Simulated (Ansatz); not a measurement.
## BGeH3 (H-bridged), triplet: the ladder up to UCCSDT(Q)

Geometry: that of the BGeH3 (H-bridged), singlet, kept fixed. The singlet lies 1.1 eV lower here.

```json
{"atom": "Ge", "x (Å)": "-0.0022", "y (Å)": "0.0000", "z (Å)": "0.3187"}
{"atom": "B", "x (Å)": "-0.0666", "y (Å)": "0.0000", "z (Å)": "-1.6292"}
{"atom": "H", "x (Å)": "1.1607", "y (Å)": "0.0000", "z (Å)": "-1.0289"}
{"atom": "H", "x (Å)": "-0.1421", "y (Å)": "-1.0387", "z (Å)": "-2.2309"}
{"atom": "H", "x (Å)": "-0.1421", "y (Å)": "1.0387", "z (Å)": "-2.2309"}
```

Basis cc-pVDZ; Ansatz 0.2.0. Correlated methods freeze the noble-gas cores and the filled d shells of p-block atoms, which leaves 10 electrons in 41 orbitals. R marks a restricted (for open shells ROHF) determinant, U an unrestricted one. Active spaces: valence = (10e, 11o) chosen from the atoms' valence shells. No spin–orbit coupling is included, and no scalar relativity.

Full CI isn't at hand for all of this; UCCSDT(Q) serves as the reference, and is uncertain by about the last step of the cluster series. The frozen core follows each run's orbitals, which can shift R against U totals by a few meV for light atoms and by up to 0.1 eV past Ca.

- UHF ⟨S²⟩: 2.035
- T1 diagnostic (RCCSD): 0.0196
- largest doubles amplitude (RCCSD): 0.065
- T1 diagnostic (UCCSD): 0.0213

Question: From what is known of these methods and the diagnostics, rank them by the size of their error in total energy against UCCSDT(Q) in cc-pVDZ, smallest first (an estimate: the text doesn't fix the numbers).
A. UCCSD
B. UCCSD(T)
C. UMP2
D. UCCSDT
E. UHF

Answer: D (0.27 mEh), B (1.40 mEh), A (7.37 mEh), C (43.35 mEh), E (201.69 mEh).

All errors are against UCCSDT(Q) in cc-pVDZ. Within each family the higher level lies nearer, as is usual though not guaranteed.

Natural occupations of CASSCF (valence space) about the gap: 1.981 1.976 1.972 1.947 1.001 1.000 0.043 0.023 0.021 0.020; effectively unpaired electrons, Σ n²(2−n)², 2.03.
